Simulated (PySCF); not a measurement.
Species: propionyl chloride, C3H5ClO.
SMILES with atom numbers: `[CH3:1][CH2:2][C:3](=[O:4])[Cl:5]` (hydrogens: H6, H7, H8 on C1; H9, H10 on C2)

Geometry (PBE0-D3(BJ)/def2-TZVP, Å), atoms numbered from 1 in this order:
```
atom  x, y, z in Å
C1    -1.1596   -0.4033   -0.1368
C2     0.0574    0.4972   -0.1869
C3     1.2815   -0.1475    0.3849
O4     1.3725   -1.2138    0.8808
Cl5    2.7201    0.9163    0.2522
H6    -2.0296    0.1208   -0.5349
H7    -1.3798   -0.7087    0.8866
H8    -1.0039   -1.3081   -0.7255
H9    -0.0956    1.4274    0.3699
H10    0.3032    0.8091   -1.2063
```

Computed with PySCF at wB97X-D/pcSseg-2, non-relativistic, on one gas-phase PBE0-D3(BJ)/def2-TZVP geometry that isn't relaxed in the solvent. The solvent is an IEF-PCM continuum (cavity from Bondi-type radii × 1.2). Specific hydrogen bonds and non-electrostatic terms are outside this model.

Gas phase at wB97X-D/pcSseg-2: HOMO -10.41 eV, LUMO 0.89 eV, dipole 2.99 D.

**Question.** What does the continuum do to the energy, the frontier levels and the dipole at wB97X-D/pcSseg-2 in chloroform?

**Answer.** 
```
   solvent      ε  E(solvent) − E(gas) (kcal/mol)  polarisation term (kcal/mol)  distortion of the solute (kcal/mol)  HOMO (eV)  LUMO (eV)  dipole (D)
chloroform  4.711                           -3.12                         -3.51                                 0.39     -10.46       0.94        3.55
```

The first energy column is the sum of the next two and covers electrostatics alone.

**Question.** Which radius a makes the point-dipole formula ΔE = −[(ε − 1)/(2ε + 1)]·μ²/a³ give the value in chloroform, with the gas-phase dipole?

**Answer.** μ = 1.175 au and |ΔE| = 0.00497 Eh give a = 2.45 Å; the farthest nucleus lies 2.88 Å from the centroid of the nuclei, so such a sphere wouldn't even hold the nuclei. The formula assumes a rigid point dipole at the centre of a sphere.

**Question.** Give the dipole vector in the frame of the coordinates (D, pointing from negative to positive charge), gas and chloroform.

**Answer.** Gas (-2.44, 1.29, -1.14), solvent (-2.84, 1.61, -1.38). Its length changes by +19 % and its direction by 2°.

wB97X-D is run here without its empirical dispersion term; that term would change no orbital, density or response property at a fixed geometry.
